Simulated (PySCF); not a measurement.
Gas-phase reaction: 2 SiH₂ + H = Si₂H₅

Computed with PySCF and rigid-rotor harmonic-oscillator thermochemistry at 1 bar. † marks an energy on the PBE0/def2-TZVP geometry and frequencies. MP2 freezes the core. Open shells (unrestricted): H (multiplicity 2), Si₂H₅ (multiplicity 2); the rest are closed-shell singlets. Si₂H₅: computed as isolated molecules; such fragments, hydroxides, amides, oligomers or adducts are transient or little studied in the gas. MP2 isn't extrapolated to the basis-set limit.

LDA/def2-TZVP† gives ΔH°(298 K) = -596 kJ.

**Question.** What do BLYP/def2-TZVP†, MP2/def2-TZVPP†, HF/def2-TZVP† give?

**Answer.** BLYP/def2-TZVP†: -498 kJ; MP2/def2-TZVPP†: -536 kJ; HF/def2-TZVP†: -484 kJ. For scale, ΔH°(298 K) is -596 kJ at this level, -511 kJ at ωB97M-V/def2-TZVP†, and runs from -596 to -471 kJ over the 20 levels computed.
